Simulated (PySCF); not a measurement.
**The first ionisation energy along the alkaline earths**

Calculated with PySCF 2.14 from differences of total energies of unrestricted determinants, without spin-orbit coupling. Values in eV. The last column holds reference values (NIST; (s) semi-empirical, (t) theoretical, else measured). Unmarked ones compare directly (S terms, centres of terms, or small fine structure); those marked * lie between the lowest fine-structure levels and include a spin-orbit shift.

```
                                                                              element       configurations    UHF  MP2 (valence and next inner shell)  CCSD (valence and next inner shell)    PBE  MP2 (valence)  CCSD (valence)  reference
              Be (x2c-TZVPPall with one added diffuse shell of s type, spin-free X2C)  [He] 2s2 → [He] 2s1  8.043                               8.772                                9.265  8.997          8.753           9.270      9.323
   Mg (x2c-TZVPPall with one added diffuse shell each of s, p, d type, spin-free X2C)  [Ne] 3s2 → [Ne] 3s1  6.621                               7.311                                7.550  7.643          7.215           7.514      7.646
   Ca (x2c-TZVPPall with one added diffuse shell each of s, p, d type, spin-free X2C)  [Ar] 4s2 → [Ar] 4s1  5.139                               5.887                                5.985  6.097          5.642           5.907      6.113
Sr (x2c-TZVPPall with one added diffuse shell each of s, p, d, f type, spin-free X2C)  [Kr] 5s2 → [Kr] 5s1  4.746                               5.567                                5.587  5.707          5.248           5.446      5.695
   Ba (x2c-TZVPPall with one added diffuse shell each of s, p, d type, spin-free X2C)  [Xe] 6s2 → [Xe] 6s1  4.272                               5.070                                5.069  5.211          4.737           4.920      5.212
```

| method | elements | mean error (eV) | mean absolute error (eV) | largest error (eV) |
| --- | --- | --- | --- | --- |
| UHF | 5 | -1.034 | 1.034 | -1.280 |
| MP2 (valence and next inner shell) | 5 | -0.276 | 0.276 | -0.550 |
| CCSD (valence and next inner shell) | 5 | -0.107 | 0.107 | -0.143 |
| PBE | 5 | -0.067 | 0.072 | -0.326 |
| MP2 (valence) | 5 | -0.479 | 0.479 | -0.570 |
| CCSD (valence) | 5 | -0.186 | 0.186 | -0.291 |

Errors include the incompleteness of the basis and the frozen core.

"Valence" correlates the outer s and p shells and, in groups 3 to 12 and the f block, the outer d or f shell, open or full, or the next shell where the ion has no valence electron left; the wider scheme adds the next inner shell.
